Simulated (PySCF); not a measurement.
# C3H7F: the cost of one run

The runs use PySCF 2.14.0, with density-fitted response routines of our own; the level of theory stands in each step. All values are computed, except where a source is named. Atoms are numbered from 0 throughout.

### 1 The molecule as given

11 atoms, charge 0, multiplicity 1; geometry from: GFN2-xTB. The atoms were then displaced at random by about 0.01 Å, so the start is not that level's minimum.

Bonds of the start (Å): C0–C1 1.52, C1–C2 1.51, C1–F3 1.39, C0–H4 1.06, C0–H5 1.07, C0–H6 1.11, C1–H7 1.10, C2–H8 1.12, C2–H9 1.08, C2–H10 1.09.

### 2 Relaxing the molecule at PBE0-D3(BJ)/def2-SVP

Job settings and geometry (Å):

```
{"job": {"xc": "PBE0", "basis": "def2-SVP", "d3": "d3bj", "grid": 1, "shake": 0.01, "kind": "geom"}, "charge": 0, "multiplicity": 1}
C     -1.169770    -0.476620     0.217290
C     -0.122710     0.530760    -0.221800
C      1.266980    -0.038270    -0.112050
F     -0.169500     1.664600     0.581290
H     -1.016240    -0.769970     1.228940
H     -1.173330    -1.319220    -0.434780
H     -2.162840     0.008880     0.154280
H     -0.291150     0.900050    -1.245200
H      1.477510    -0.338700     0.940930
H      1.385300    -0.898020    -0.749160
H      2.013860     0.710680    -0.375400
```

Launch:

```bash
OMP_NUM_THREADS=1 python probes_run.py task.json out
```

One launch serves the whole session: the jobs run in the order shown.

Q: Estimate the wall time and peak memory of this first job on 1 thread of Arm Neoverse N1, shared host.

About 15 s, with a peak of 0.38 GiB.
